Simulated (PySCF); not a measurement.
**Na3: fields on a plane**

Level of theory: UPBE0 in PySCF with Na def2-TZVP; no relativity; density-fitted integrals.

The doublet minimum has Na–Na 3.259 Å (×2); Na–Na–Na 81.5°.

The plane holds Na1 at (0.00, 0.00), Na2 at (3.26, 0.00), Na3 at (2.78, 3.22) Å. Columns run from x = -1.95 to 5.55 Å, rows from y = 5.55 (top) to -1.95 Å, in steps of 0.3 Å. Other isomers or separated fragments may lie lower.

Give the lowest empty orbital (Å^-3/2) at -1.53 eV (cut at ±0.3; overall sign arbitrary). Lower edges of the bins (Å^-3/2): '0' -0.273, '1' -0.221, '2' -0.170, '3' -0.118, '4' -0.067, '5' -0.015, '6' 0.037, '7' 0.088, '8' 0.140, '9' 0.191; top 0.24.


```
55444444444444444444444445
54444444444443333444444445
54444444444333333344444445
44444444443333333334444445
44444444433333333344444445
44444444433333344444444455
44444444333333455444444455
44444444333334588544445555
44444443333334571544555555
44444433333334455555555555
44444333333344445555555555
44433333333444455555566555
44333333334444555566666665
43333333344445555666666666
43333333344445556666666666
33333333444455566666777666
33333344444555666666777766
33334465445556665446777766
33334696555566664414677776
33334674555566664104677776
33334455555666665446777776
43334444555666676667777766
44444444555666777777777766
44444444555666677777777666
44444445555666677777776666
44444445555666666777666666
```

Give the highest occupied orbital (Å^-3/2) at -2.98 eV (cut at ±0.3; overall sign arbitrary). Lower edges of the bins (Å^-3/2): '0' -0.222, '1' -0.175, '2' -0.128, '3' -0.080, '4' -0.033, '5' 0.014, '6' 0.061, '7' 0.108, '8' 0.156, '9' 0.203; top 0.25.


```
44444445555555555555555555
44444445555555666666555555
44444455555556666666665555
44444455555566666666666555
44444455555666666666666655
44444455555666666666666655
44444445555666654567766665
44444445555566520256766665
44444444555565423156776665
44444444455555532467776665
44444444455555555667776665
44444444445555666677766665
43333344444555566677766665
33333333444455566666666655
33333333334444556666666655
33333333333344455566666555
33322333333334445555555555
33223355433333444434555555
32223577532233345314555555
32223599532223345944455555
32222455322222334554445555
32222233222222333444444444
33222222222222233344444444
33222222222222333344444444
33322222222223333344444444
33332222222233333344444444
```
